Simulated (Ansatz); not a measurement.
# NH (triplet): wave-function methods side by side at distance N1–H2 = 1.626 Å, aug-cc-pVDZ

Aim: climb from Hartree-Fock through coupled cluster and multireference methods for NH (triplet) at one geometry and basis, and see what each rung misses.

Computed with Ansatz 0.2.0, Gaussian basis. Level: aug-cc-pVDZ, core rule «outside noble gas», up to 1 orbitals frozen.

To be run: UHF; CCSD(T) on ROHF; CCSD(T) on UHF; BCCD(T) on ROHF; CISD; CCSDT(Q) on ROHF; CCSDT(Q) on UHF; CASSCF and MRCISD+Q, 4 electrons in 4 orbitals; CASSCF and NEVPT2, 4 electrons in 4 orbitals; CASSCF and MRCISD+Q, 6 electrons in 5 orbitals; CASSCF and NEVPT4(SD), 6 electrons in 5 orbitals; CASSCF and NEVPT2, 6 electrons in 5 orbitals; Full CI.

16 further runs of the same task are left out: 1 for a known fault of the program, 12 that didn't finish, 3 set aside as unsound or not needed.

## (1) The geometry

The geometry derives from a PBE0/def2-TZVP stationary point (not a proven minimum). One bond is set to the value named and the two fragments are kept rigid.

2 atoms, charge 0, spin multiplicity 3.

Atoms are counted from 1 here; the program's logs count them from 0.

No contacts short enough for the rule that draws bonds.

## (2) UHF

in.yaml reads:

```yaml
crystal:
  periodic: [false, false, false]
  atoms:
    - {symbol: N, position_ang: [0.000000, 0.000000, 0.000000]}
    - {symbol: H, position_ang: [0.000000, 0.000000, 1.626000]}
basis:
  gaussian: {orbitals: aug-cc-pVDZ}
magnetization: {spin_polarized: true, initial_magnetization: 2}
hamiltonian: {xc: hf}
output: {orbitals: {seedname: orbitals}}
```

Started as:

```bash
ansatz run in.yaml --threads 1 --pin off --events-out ev --progress --plain --max-ram 2393MiB
```

After this run come: CCSD(T) on ROHF; CCSD(T) on UHF; BCCD(T) on ROHF; CISD; CCSDT(Q) on ROHF; CCSDT(Q) on UHF; CASSCF and MRCISD+Q, 4 electrons in 4 orbitals; CASSCF and NEVPT2, 4 electrons in 4 orbitals; CASSCF and MRCISD+Q, 6 electrons in 5 orbitals; CASSCF and NEVPT4(SD), 6 electrons in 5 orbitals; CASSCF and NEVPT2, 6 electrons in 5 orbitals; Full CI.

**Question.** What will the summary of the whole plan be? Wanted: FCI below the RHF energy; RMP2 from FCI; UMP2 from FCI; RCCSD from FCI; RCCSD(T) from FCI; UCCSD(T) from FCI; RCCSDT(Q) from FCI; UCCSDT(Q) from FCI; NEVPT2 pair from FCI.

**Answer**, as computed:

```
                         quantity                                                                                                value
         FCI below the RHF energy                                                                                           -4.7445 eV
                    RMP2 from FCI                                                                                        +108.1 kJ/mol
                    UMP2 from FCI                                                                                        +114.5 kJ/mol
                   RCCSD from FCI                                                                                         +18.2 kJ/mol
                RCCSD(T) from FCI                                                                                          +4.1 kJ/mol
                UCCSD(T) from FCI                                                                                          +5.3 kJ/mol
               RCCSDT(Q) from FCI                                                                                           0.0 kJ/mol
               UCCSDT(Q) from FCI                                                                                          -0.1 kJ/mol
             NEVPT2 pair from FCI                                                                                         +55.0 kJ/mol
           MRCISD+Q pair from FCI                                                                                           0.0 kJ/mol
          NEVPT2 valence from FCI                                                                                         +59.2 kJ/mol
levels within 1 kcal/mol (43 meV)  RCCSD(T), RCCSDT, UCCSDT, RCCSDT(Q), UCCSDT(Q), MRCISD+Q pair, NEVPT4(SD) valence, MRCISD+Q valence
                    T1 diagnostic                                                                                                0.051
   effectively unpaired electrons                                                                                                 2.24
```

RCCSD(T) lands +4.1 kJ/mol from the yardstick (0.9 % of the correlation energy). The occupations show some static correlation. Of the multireference levels listed MRCISD+Q pair comes nearest in total energy (0.0 kJ/mol), which doesn't show that its space is the better one. These misses are within one basis, not against nature; the frozen cores of restricted and unrestricted runs differ, which can shift their rows.
